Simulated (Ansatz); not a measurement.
# Two structures, one formula

Two isomers of SiH2S, closed shell, relaxed at PBE0-D4/def2-TZVP (vibrations not checked).

A:

Si1  (-0.263, -1.074, 0.161)
S2  (0.191, 0.959, -0.207)
H3  (1.017, -1.191, 0.981)
H4  (-0.890, 1.246, -0.956)
(Å)

B:

```csv
atom,x (Å),y (Å),z (Å)
Si1,-0.0512,0.0080,-0.0267
S2,1.6470,-0.2502,0.8706
H3,-1.2499,-0.8499,0.1540
H4,-0.3459,1.0921,-0.9980
```

Computed with Ansatz 0.2.0 (basis: def2-TZVPP); correlated methods freeze the cores. B3LYP uses VWN-RPA correlation.

Problem. Which structure is lower at CCSD(T), and by how much? (An estimate is asked for; the value comes from the calculation.)

Solution. The calculation gives: B, by 45.5 kJ/mol (electronic energy, against the other). By their contacts, A is SiH₂S ([SiH][SH]) and B is SiH₂S ([SiH2][S]).

All methods give the same order:

```json
{"method": "PBE-D4", "E(B) − E(A) (kJ/mol)": "-39.9"}
{"method": "r2SCAN-D4", "E(B) − E(A) (kJ/mol)": "-53.7"}
{"method": "PBE0-D4", "E(B) − E(A) (kJ/mol)": "-43.2"}
{"method": "B3LYP-D4", "E(B) − E(A) (kJ/mol)": "-43.6"}
{"method": "wB97M-V", "E(B) − E(A) (kJ/mol)": "-37.9"}
{"method": "HF", "E(B) − E(A) (kJ/mol)": "-50.0"}
{"method": "MP2", "E(B) − E(A) (kJ/mol)": "-59.1"}
{"method": "CCSD", "E(B) − E(A) (kJ/mol)": "-43.2"}
{"method": "CCSD(T)", "E(B) − E(A) (kJ/mol)": "-45.5"}
```

T1 diagnostic: at most 0.018. The restricted Hartree–Fock reference is unstable towards an unrestricted one at one or more of these structures.

Labels in which every atom is bracketed show which atoms are joined, not bond orders.
